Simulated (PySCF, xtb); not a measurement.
hydrogen chloride (ClH), SMILES Cl.

GFN2-xTB in xtb 6.7.1 at its own geometry gives an orbital gap of 9.18 eV and a dipole moment of 1.05 D.

The structure is a stationary point at B3LYP-D3(BJ)/def2-TZVPD.

Task: What does M06-2X/def2-TZVPD in PySCF give? (An estimate is asked for; the answer gives what the named calculation found.)

Result: gap 11.25 eV (levels -10.90 and 0.36 eV), dipole 1.13 D.
